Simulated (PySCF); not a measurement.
## Working out the electron affinity of S

S- [Ne] 3s2 3p5 (2P) → S [Ne] 3s2 3p4 (3P). All numbers are calculated (PySCF 2.14, no relativity, point nucleus, in dyall-av3z). Frozen: [Ne]; the 26 highest virtual orbitals dropped. Energies in hartree (1 hartree = 27.21139 eV):

```tsv
part	S- (lower)	S (upper)
UHF	-397.545287	-397.512786
MP2 opposite-spin	-0.121799	-0.092328
MP2 same-spin	-0.036670	-0.027673
```

What does Hartree-Fock give?

(-397.512786) − (-397.545287) = 0.032501 hartree = 0.884 eV.

What do MP2 and SCS-MP2 (6/5 opposite-spin, 1/3 same-spin) give?

The opposite-spin parts differ by 0.802 eV and the same-spin parts by 0.245 eV. MP2: 0.884 + (0.802) + (0.245) = 1.931 eV. SCS-MP2: 0.884 + 1.2 × (0.802) + (0.245)/3 = 1.928 eV.

A first-order spin-orbit estimate adds -0.003 eV to MP2 (valence), giving 1.928 eV against 2.077 eV (measured; photodetachment measurements, as compiled on the Wikipedia data page of electron affinities).

What remains against the reference includes basis incompleteness, the frozen core and correlation beyond second order.
